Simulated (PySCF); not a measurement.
CH3S, SMILES C[S] (connectivity only; charge and spin as stated), charge -1, multiplicity 1. Atoms are numbered in the order given.

```xyz
5

C      0.0000     0.0000    -1.1160
S      0.0000     0.0000     0.7044
H     -0.8824     0.5095    -1.5248
H      0.8824     0.5095    -1.5248
H      0.0000    -1.0189    -1.5248
```
Charge -1, spin multiplicity 1.

Geometry optimised at PBE0-D3(BJ)/def2-TZVPD. The spin state was assumed, not searched. The isomer is the one that the SMILES or the coordinates give; other isomers of the formula were not compared.

The numbers are results of PySCF with HF/def2-TZVPD, not measurements.

The molecule is in vacuum.

total energy: -437.16895 hartree
point group: C3v
highest occupied level: -2.24 eV
lowest empty level: 5.37 eV
orbital gap: 7.62 eV
dipole moment about the centre of nuclear charge: 3.49 D
mean static polarisability: 54.7 bohr³ (8.11 Å³)
polarisability, principal values: 52.3, 52.3, 59.5 bohr³
